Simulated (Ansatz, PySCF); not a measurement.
Molecule: hydrazine, N$_{2}$H$_{4}$, charge 0, multiplicity 1. 
Structure (B3LYP-D3(BJ)/def2-TZVP (Ansatz, an electronic-structure program) minimum search):
```
N
H 1 1.0116
H 1 1.0154 2 108.30
N 1 1.4300 2 107.93 3 122.00
H 4 1.0116 1 107.93 2 150.52
H 4 1.0154 5 108.30 1 -122.00
```

PBE beside other levels, property by property. Cores are frozen in the correlated levels unless marked. Open shells are spin-unrestricted. Spin-orbit coupling is left out. Non-relativistic. CBS(X,Y): correlation extrapolated as X^-3; Hartree-Fock from the larger set. The bracket is a focal-point correction in the basis named. Rows marked 298 K are enthalpies with B3LYP-D3(BJ) harmonic zero-point and thermal terms. Enthalpies of formation rest on the atoms' values in the G2/97 table (older ones for B and Si), with no core term in the frozen-core levels. Vertical energies are electronic, to the SCF solution reached for that spin. Frequencies are from Ansatz or PySCF. The coupled-cluster column (Ansatz) is a level with limits of its own: (a) RI-MP2/CBS(def2-TZVPPD,def2-QZVPPD)+[CCSD(T)-MP2]/def2-TZVPPD; (b) CCSD(T)/CBS(cc-pVTZ,cc-pVQZ); (c) CCSD(T)/CBS(def2-TZVPPD,def2-QZVPPD).

| property | PBE/def2-TZVPD (Ansatz) | r2SCAN/def2-TZVPD (Ansatz) | M06-2X/def2-TZVPD (PySCF) | wB97M-V/def2-TZVPD (Ansatz) | coupled cluster | measured |
|---|---|---|---|---|---|---|
| N-N bond dissociation enthalpy, 298 K, to [NH2] (NH2) + [NH2] (NH2) (kcal/mol) | 68.1 | 58.6 | 68.0 | 66.7 | 65.3 (c) | - |
| enthalpy of formation at 298 K by atomisation (kcal/mol) | 10.0 | 30.3 | 25.5 | 20.1 | 24.1 (c) | 22.8 |
| proton affinity at N, enthalpy at 298 K, to N[NH3+] (kcal/mol) | 205.4 | 207.3 | 204.4 | 203.8 | 207.2 (b) | - |
| vertical triplet-singlet gap (eV) | 5.69 | 5.89 | 6.32 | 6.31 | 6.28 (a) | - |

Measured values: Active Thermochemical Tables 1.112 (ions: stationary electron), as tabulated in the package chemicals; they hold spin-orbit effects, and any other conformers, which all levels lack, and core correlation, which the frozen-core levels lack.

As the rows show:
- N-N bond dissociation enthalpy, 298 K, to [NH2] (NH2) + [NH2] (NH2): PBE lies 2.8 kcal/mol above coupled cluster.
- enthalpy of formation at 298 K by atomisation: PBE lies 12.8 kcal/mol below the measured value.
- proton affinity at N, enthalpy at 298 K, to N[NH3+]: PBE lies 1.8 kcal/mol below coupled cluster.
- vertical triplet-singlet gap: PBE lies 0.59 eV below coupled cluster.
